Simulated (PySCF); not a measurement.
## Gas-phase XPS of `[SiH3][SiH3]`, computed

Si2H6.
SMILES with atom numbers: `[SiH3:1][SiH3:2]`

Computed, not measured: delta-SCF UKS SCAN, pcX-3 on the ionised atom, pcseg-2 elsewhere, spin-free X2C in PySCF 2.14.0. Vertical ΔSCF values, vacuum level as zero.

**Question.** List the computed XPS lines with their assignment.

**Answer.** 
```
atom(s)   bonded to     level  binding energy (eV)  2p1/2 (eV)  count
Si1/Si2  3 H and Si     Si 1s              1846.33           –      2
Si1/Si2  3 H and Si  Si 2p3/2               106.56      107.19      2
```

**Question.** Express the binding energy of Si 1s of Si1/Si2 in atomic units and per mole.

**Answer.** 1846.33 eV = 67.8514 Eh = 178144 kJ/mol.

Atoms equivalent by their bonding share one computed value, that of the first of them. Spin–orbit coupling isn't in the SCF: each 2p doublet comes from a relaxed spin-free hole plus a matrix of the shell (mean-field spin–orbit coupling and the ground-state 2p splitting), with 2p3/2 averaged over its two sublevels. 2p1/2 minus 2p3/2 (ligand field included): Si 0.62 eV. Geometry: PBE0-D3(BJ)/def2-TZVP; no solvent, vibrations or thermal averaging.
